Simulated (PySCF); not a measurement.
## NaB: frontier orbitals

PBE0 at R = 2.491 Å; Na def2-SVPD, B def2-SVPD; no relativity (PySCF 2.14). State: ³Σ⁻ (triplet), unpaired electrons π ↑↑, a second solution, started from another occupation. Only the outer orbitals are listed, counted within each symmetry.

```json
{"spin": "α", "orbital": "1π", "occ.": "1", "ε (eV)": "-33.71", "on Na (%)": "100", "main shells (%)": "100 Na p"}
{"spin": "α", "orbital": "1π", "occ.": "1", "ε (eV)": "-33.71", "on Na (%)": "100", "main shells (%)": "100 Na p"}
{"spin": "α", "orbital": "4σ", "occ.": "1", "ε (eV)": "-33.69", "on Na (%)": "99", "main shells (%)": "99 Na p"}
{"spin": "α", "orbital": "5σ", "occ.": "1", "ε (eV)": "-9.33", "on Na (%)": "4", "main shells (%)": "96 B s"}
{"spin": "α", "orbital": "2π", "occ.": "1", "ε (eV)": "-3.37", "on Na (%)": "14", "main shells (%)": "86 B p, 12 Na p"}
{"spin": "α", "orbital": "2π", "occ.": "1", "ε (eV)": "-3.37", "on Na (%)": "14", "main shells (%)": "86 B p, 12 Na p"}
{"spin": "α", "orbital": "6σ", "occ.": "0", "ε (eV)": "-2.35", "on Na (%)": "81", "main shells (%)": "77 Na s, 19 B p"}
{"spin": "α", "orbital": "7σ", "occ.": "0", "ε (eV)": "-0.86", "on Na (%)": "44", "main shells (%)": "48 B p, 37 Na p, 8 B s"}
{"spin": "α", "orbital": "3π", "occ.": "0", "ε (eV)": "-0.03", "on Na (%)": "91", "main shells (%)": "90 Na p, 9 B p"}
{"spin": "β", "orbital": "1π", "occ.": "1", "ε (eV)": "-33.70", "on Na (%)": "100", "main shells (%)": "100 Na p"}
{"spin": "β", "orbital": "1π", "occ.": "1", "ε (eV)": "-33.70", "on Na (%)": "100", "main shells (%)": "100 Na p"}
{"spin": "β", "orbital": "4σ", "occ.": "1", "ε (eV)": "-33.70", "on Na (%)": "99", "main shells (%)": "99 Na p"}
{"spin": "β", "orbital": "5σ", "occ.": "1", "ε (eV)": "-7.21", "on Na (%)": "9", "main shells (%)": "88 B s"}
{"spin": "β", "orbital": "6σ", "occ.": "0", "ε (eV)": "-1.96", "on Na (%)": "88", "main shells (%)": "77 Na s, 11 Na p, 9 B p"}
{"spin": "β", "orbital": "7σ", "occ.": "0", "ε (eV)": "-0.36", "on Na (%)": "35", "main shells (%)": "52 B p, 33 Na p, 12 B s"}
{"spin": "β", "orbital": "2π", "occ.": "0", "ε (eV)": "-0.23", "on Na (%)": "81", "main shells (%)": "80 Na p, 20 B p"}
```

Problem. Which are the highest filled and the lowest empty level, where do they sit, and how wide is the gap?

Solution. Highest filled α 2π at -3.37 eV (in %: 86 B p, 12 Na p); lowest empty α 6σ at -2.35 eV (in %: 77 Na s, 19 B p); the gap at PBE0 is 1.02 eV.

- bond order (Mayer): 0.74
- ⟨S²⟩: 2.015
- charge on Na (Mulliken, basis-dependent): 0.60
- charge on Na (Löwdin, basis-dependent): 0.34
- dipole moment (positive dipole means Na(−)B(+)): -7.71 D
